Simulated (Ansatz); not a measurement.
A calculation with Ansatz (development build ahead of 0.2.0).

```yaml
crystal:
  periodic: [false, false, false]
  atoms:
    - { symbol: Na, position_ang: [0.0, 0.0, 0.0] }
    - { symbol: O, position_ang: [0.0, 0.0, 2.1546] }
basis:
  gaussian: { orbitals: def2-SVP }
magnetization:
  initial_magnetization: 1
hamiltonian:
  xc: hf
correlation:
  method: mp2
  frozen_orbitals: { Na: 1, O: 1 }
scf:
  omitted_lower_state_checks: [starts, atomic_configurations, cluster_reference, orbital_swaps, given_window_search, neighbouring_geometries, increment]
```

The input is written out in the form of the current development build from the run's settings. Correlation on restricted open-shell orbitals is semicanonical, with singles.

Results

* Converged: yes
* Reference energy: -236.53333 hartree
* Correlation energy: -0.15680 hartree
* Total energy: -236.69014 hartree
* Spin squared of the determinant: 0.750
* Stability test: minimum among restricted orbitals
* Occupied orbitals by symmetry in an Abelian subgroup (alpha; beta): 6 A1 2 B1 2 B2; 6 A1 2 B1 1 B2

Messages of the program:
```
mean field -6436.39987175 eV, -236.5333325383 hartree, gradient 1.4e-6 eV, S^2 0.750000; 0 other ends of a descent, 0 dependent functions left out
```
